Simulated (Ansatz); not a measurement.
**Molecular dynamics of AlH4NO**

input.yaml

```yaml
crystal:
  periodic: [false, false, false]
  atoms:
    - { symbol: Al, position_ang: [0.026668, -0.059858, 0.067133] }
    - { symbol: "N", position_ang: [0.011846, -0.01554, 1.868832] }
    - { symbol: H, position_ang: [-0.795775, -0.178207, 2.467846] }
    - { symbol: H, position_ang: [0.849691, 0.183755, 2.414762] }
    - { symbol: H, position_ang: [1.383585, 0.219088, -0.731281] }
    - { symbol: O, position_ang: [-1.389707, -0.397573, -0.877619] }
    - { symbol: H, position_ang: [-2.328007, -0.598365, -0.741174] }
basis:
  gaussian: { orbitals: "6-31G" }
hamiltonian:
  xc: pbe
  dispersion: d4
md:
  timestep: 0.5
  n_steps: 150
  ensemble: nve
  temperature: 300.0
  initial_velocities: maxwell_boltzmann
  seed: 665143
```

Launched with:

```bash
$ ansatz run input.yaml --threads 1 --pin off --max-ram 2048MiB --backend cpu --events-out ev --progress --plain --runs-dir out
```

It starts from a relaxed structure.

Output, in part (one step line in 3, the closing report, with atoms numbered from 0):

```
md step     0: t =     0.00 fs  T =   300.0 K  F+E_penalty+E_count = -10191.40618987 eV  E_kin = 0.193890 eV  conserved = -10191.21229987 eV  (23 SCF iters)
md step     3: t =     1.50 fs  T =   282.3 K  F+E_penalty+E_count = -10191.39461323 eV  E_kin = 0.182470 eV  conserved = -10191.21214331 eV  (21 SCF iters)
md step     6: t =     3.00 fs  T =   255.0 K  F+E_penalty+E_count = -10191.37689550 eV  E_kin = 0.164790 eV  conserved = -10191.21210545 eV  (21 SCF iters)
md step     9: t =     4.50 fs  T =   226.4 K  F+E_penalty+E_count = -10191.35849733 eV  E_kin = 0.146294 eV  conserved = -10191.21220360 eV  (21 SCF iters)
md step    12: t =     6.00 fs  T =   183.5 K  F+E_penalty+E_count = -10191.33067466 eV  E_kin = 0.118623 eV  conserved = -10191.21205183 eV  (21 SCF iters)
md step    15: t =     7.50 fs  T =   150.6 K  F+E_penalty+E_count = -10191.30933205 eV  E_kin = 0.097306 eV  conserved = -10191.21202607 eV  (21 SCF iters)
md step    18: t =     9.00 fs  T =   132.1 K  F+E_penalty+E_count = -10191.29754967 eV  E_kin = 0.085381 eV  conserved = -10191.21216856 eV  (21 SCF iters)
md step    21: t =    10.50 fs  T =   107.2 K  F+E_penalty+E_count = -10191.28134613 eV  E_kin = 0.069287 eV  conserved = -10191.21205904 eV  (25 SCF iters)
md step    24: t =    12.00 fs  T =    93.7 K  F+E_penalty+E_count = -10191.27258279 eV  E_kin = 0.060583 eV  conserved = -10191.21199968 eV  (21 SCF iters)
md step    27: t =    13.50 fs  T =   101.2 K  F+E_penalty+E_count = -10191.27756137 eV  E_kin = 0.065427 eV  conserved = -10191.21213429 eV  (21 SCF iters)
md step    30: t =    15.00 fs  T =   109.6 K  F+E_penalty+E_count = -10191.28290197 eV  E_kin = 0.070856 eV  conserved = -10191.21204576 eV  (21 SCF iters)
md step    33: t =    16.50 fs  T =   130.9 K  F+E_penalty+E_count = -10191.29664494 eV  E_kin = 0.084621 eV  conserved = -10191.21202356 eV  (20 SCF iters)
md step    36: t =    18.00 fs  T =   168.1 K  F+E_penalty+E_count = -10191.32083385 eV  E_kin = 0.108658 eV  conserved = -10191.21217610 eV  (21 SCF iters)
md step    39: t =    19.50 fs  T =   194.6 K  F+E_penalty+E_count = -10191.33795473 eV  E_kin = 0.125764 eV  conserved = -10191.21219042 eV  (21 SCF iters)
md step    42: t =    21.00 fs  T =   206.2 K  F+E_penalty+E_count = -10191.34538761 eV  E_kin = 0.133266 eV  conserved = -10191.21212199 eV  (20 SCF iters)
md step    45: t =    22.50 fs  T =   211.1 K  F+E_penalty+E_count = -10191.34865382 eV  E_kin = 0.136430 eV  conserved = -10191.21222366 eV  (21 SCF iters)
md step    48: t =    24.00 fs  T =   194.2 K  F+E_penalty+E_count = -10191.33769309 eV  E_kin = 0.125510 eV  conserved = -10191.21218358 eV  (20 SCF iters)
md step    51: t =    25.50 fs  T =   162.4 K  F+E_penalty+E_count = -10191.31702419 eV  E_kin = 0.104953 eV  conserved = -10191.21207148 eV  (21 SCF iters)
md step    54: t =    27.00 fs  T =   136.7 K  F+E_penalty+E_count = -10191.30046858 eV  E_kin = 0.088372 eV  conserved = -10191.21209639 eV  (21 SCF iters)
md step    57: t =    28.50 fs  T =   114.2 K  F+E_penalty+E_count = -10191.28593670 eV  E_kin = 0.073795 eV  conserved = -10191.21214163 eV  (21 SCF iters)
md step    60: t =    30.00 fs  T =    88.2 K  F+E_penalty+E_count = -10191.26903320 eV  E_kin = 0.056983 eV  conserved = -10191.21205028 eV  (21 SCF iters)
md step    63: t =    31.50 fs  T =    71.9 K  F+E_penalty+E_count = -10191.25853563 eV  E_kin = 0.046458 eV  conserved = -10191.21207781 eV  (21 SCF iters)
md step    66: t =    33.00 fs  T =    61.7 K  F+E_penalty+E_count = -10191.25198908 eV  E_kin = 0.039867 eV  conserved = -10191.21212232 eV  (22 SCF iters)
md step    69: t =    34.50 fs  T =    51.1 K  F+E_penalty+E_count = -10191.24507810 eV  E_kin = 0.033049 eV  conserved = -10191.21202889 eV  (24 SCF iters)
md step    72: t =    36.00 fs  T =    56.6 K  F+E_penalty+E_count = -10191.24859990 eV  E_kin = 0.036593 eV  conserved = -10191.21200689 eV  (22 SCF iters)
md step    75: t =    37.50 fs  T =    82.2 K  F+E_penalty+E_count = -10191.26519604 eV  E_kin = 0.053094 eV  conserved = -10191.21210170 eV  (22 SCF iters)
md step    78: t =    39.00 fs  T =   113.0 K  F+E_penalty+E_count = -10191.28509385 eV  E_kin = 0.073033 eV  conserved = -10191.21206058 eV  (21 SCF iters)
md step    81: t =    40.50 fs  T =   152.3 K  F+E_penalty+E_count = -10191.31055930 eV  E_kin = 0.098452 eV  conserved = -10191.21210701 eV  (21 SCF iters)
md step    84: t =    42.00 fs  T =   189.6 K  F+E_penalty+E_count = -10191.33475940 eV  E_kin = 0.122513 eV  conserved = -10191.21224633 eV  (21 SCF iters)
md step    87: t =    43.50 fs  T =   202.1 K  F+E_penalty+E_count = -10191.34281399 eV  E_kin = 0.130642 eV  conserved = -10191.21217226 eV  (21 SCF iters)
md step    90: t =    45.00 fs  T =   202.7 K  F+E_penalty+E_count = -10191.34313061 eV  E_kin = 0.131015 eV  conserved = -10191.21211523 eV  (21 SCF iters)
md step    93: t =    46.50 fs  T =   201.5 K  F+E_penalty+E_count = -10191.34244521 eV  E_kin = 0.130240 eV  conserved = -10191.21220549 eV  (26 SCF iters)
md step    96: t =    48.00 fs  T =   185.5 K  F+E_penalty+E_count = -10191.33198424 eV  E_kin = 0.119862 eV  conserved = -10191.21212192 eV  (26 SCF iters)
md step    99: t =    49.50 fs  T =   167.4 K  F+E_penalty+E_count = -10191.32027271 eV  E_kin = 0.108220 eV  conserved = -10191.21205289 eV  (21 SCF iters)
md step   102: t =    51.00 fs  T =   157.8 K  F+E_penalty+E_count = -10191.31416091 eV  E_kin = 0.101985 eV  conserved = -10191.21217543 eV  (26 SCF iters)
md step   105: t =    52.50 fs  T =   138.1 K  F+E_penalty+E_count = -10191.30139899 eV  E_kin = 0.089263 eV  conserved = -10191.21213648 eV  (21 SCF iters)
md step   108: t =    54.00 fs  T =   115.3 K  F+E_penalty+E_count = -10191.28656022 eV  E_kin = 0.074515 eV  conserved = -10191.21204481 eV  (21 SCF iters)
md step   111: t =    55.50 fs  T =   105.9 K  F+E_penalty+E_count = -10191.28054247 eV  E_kin = 0.068445 eV  conserved = -10191.21209724 eV  (21 SCF iters)
md step   114: t =    57.00 fs  T =   103.1 K  F+E_penalty+E_count = -10191.27871969 eV  E_kin = 0.066648 eV  conserved = -10191.21207193 eV  (24 SCF iters)
md step   117: t =    58.50 fs  T =   111.6 K  F+E_penalty+E_count = -10191.28412709 eV  E_kin = 0.072139 eV  conserved = -10191.21198809 eV  (21 SCF iters)
md step   120: t =    60.00 fs  T =   144.0 K  F+E_penalty+E_count = -10191.30515904 eV  E_kin = 0.093062 eV  conserved = -10191.21209711 eV  (21 SCF iters)
md step   123: t =    61.50 fs  T =   182.2 K  F+E_penalty+E_count = -10191.32994959 eV  E_kin = 0.117774 eV  conserved = -10191.21217542 eV  (21 SCF iters)
md step   126: t =    63.00 fs  T =   211.5 K  F+E_penalty+E_count = -10191.34885946 eV  E_kin = 0.136721 eV  conserved = -10191.21213819 eV  (21 SCF iters)
md step   129: t =    64.50 fs  T =   236.0 K  F+E_penalty+E_count = -10191.36472840 eV  E_kin = 0.152551 eV  conserved = -10191.21217730 eV  (21 SCF iters)
md step   132: t =    66.00 fs  T =   248.6 K  F+E_penalty+E_count = -10191.37288201 eV  E_kin = 0.160677 eV  conserved = -10191.21220473 eV  (21 SCF iters)
md step   135: t =    67.50 fs  T =   244.4 K  F+E_penalty+E_count = -10191.37009790 eV  E_kin = 0.157970 eV  conserved = -10191.21212804 eV  (21 SCF iters)
md step   138: t =    69.00 fs  T =   235.5 K  F+E_penalty+E_count = -10191.36432730 eV  E_kin = 0.152199 eV  conserved = -10191.21212804 eV  (21 SCF iters)
md step   141: t =    70.50 fs  T =   223.6 K  F+E_penalty+E_count = -10191.35668875 eV  E_kin = 0.144530 eV  conserved = -10191.21215891 eV  (21 SCF iters)
md step   144: t =    72.00 fs  T =   204.9 K  F+E_penalty+E_count = -10191.34455030 eV  E_kin = 0.132423 eV  conserved = -10191.21212722 eV  (21 SCF iters)
md step   147: t =    73.50 fs  T =   184.3 K  F+E_penalty+E_count = -10191.33124538 eV  E_kin = 0.119126 eV  conserved = -10191.21211963 eV  (21 SCF iters)
md step   150: t =    75.00 fs  T =   162.2 K  F+E_penalty+E_count = -10191.31697849 eV  E_kin = 0.104832 eV  conserved = -10191.21214615 eV  (24 SCF iters)
Total energy: -10191.31702046 eV, -374.5239925792 hartree
Atom 0 at     0.066070    -0.035516     0.039598 Å, force    -0.605161    -0.032722     0.482942 eV/Å
Atom 1 at     0.021318    -0.037686     1.859529 Å, force    -0.918118    -0.259413    -0.303692 eV/Å
Atom 2 at    -0.869195    -0.279725     2.322422 Å, force     0.414004     0.103380    -0.078454 eV/Å
Atom 3 at     0.744662     0.178666     2.540185 Å, force     0.155218     0.034466    -0.194964 eV/Å
Atom 4 at     1.450052     0.384993    -0.636564 Å, force     0.068979    -0.021731    -0.266545 eV/Å
Atom 5 at    -1.504772    -0.426192    -0.765334 Å, force     1.013085     0.191838     0.470716 eV/Å
Atom 6 at    -1.576008    -0.547268    -1.731767 Å, force    -0.128007    -0.015819    -0.110003 eV/Å
Dipole moment:     0.144575    -0.019243    -0.022217 e Å
```

The run went to its last step. The conserved energy stayed within 0.046 meV per atom of its start (net change 0.022 meV per atom), so the integration is sound. A run of 0.075 ps of so small a system gives no equilibrium averages. Limits of this set-up: no polarisation functions.

The same pairs are bonded in the first frame and the last. Pairs count as bonded within 1.25 times the sum of covalent radii (0.12 Å more for H–H).

Last frame:

```xyz
7
Properties=species:S:1:pos:R:3
Al 0.066 -0.035 0.040
N 0.021 -0.038 1.859
H -0.869 -0.280 2.322
H 0.745 0.179 2.540
H 1.450 0.385 -0.637
O -1.505 -0.426 -0.765
H -1.576 -0.547 -1.732
```

Time of the run: 2.5 min on 1 thread of Arm Neoverse V2, with other jobs on the host, peak memory 0.085 GiB.
